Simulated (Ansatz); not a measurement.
Geometry optimisation, Ansatz, UKS r2SCAN-D4/6-31G*.

The input (input.yaml):

```yaml
crystal:
  periodic: [false, false, false]
  atoms:
    - { symbol: B, position_ang: [0.0, 0.0, 0.0] }
    - { symbol: H, position_ang: [0.0, 0.0, 1.44] }
    - { symbol: F, position_ang: [1.1431, 0.0, -0.66] }
    - { symbol: F, position_ang: [-1.1431, 0.0, -0.66] }
    - { symbol: H, position_ang: [0.0, 0.0, 2.4] }
magnetization:
  spin_polarized: true
  initial_magnetization: 1
basis:
  gaussian: { orbitals: "6-31G*" }
hamiltonian:
  xc: r2scan
  dispersion: d4
relax:
  f_tol: 0.15
  max_steps: 25
  restrain:
    - { distance: [1, 4], at: 1.86, k: 30.0 }
    - { distance: [0, 1], at: 1.19, k: 30.0 }
```

Run as:

```bash
$ ansatz run input.yaml --threads 1 --pin off --max-ram 2048MiB --backend cpu --events-out ev --progress --plain --runs-dir out
```

**Question.** Where does it end, and by what steps?

**Answer.** The forces met the threshold. The restraints hold the end off the free minimum. After 5 steps the energy has fallen by 0.321 eV (the restraints' own energy left out); H5 moved furthest, 0.58 Å.

```csv
step,energy less start (eV),largest force component (eV/Å),accepted
0,0.0000,0.422,yes
1,-0.2098,0.627,yes
2,-0.2081,2.018,yes
3,-0.3030,0.575,yes
4,-0.3113,0.369,yes
5,-0.3205,0.188,yes
```

```xyz
5
Properties=species:S:1:pos:R:3
B 0.000 0.000 -0.076
H 0.000 0.000 1.118
F 1.135 0.000 -0.752
F -1.135 0.000 -0.752
H 0.000 0.000 2.981
```

Time of the run: 19 s on 1 thread of Arm Neoverse V1, with other jobs on the host, peak memory 0.14 GiB.
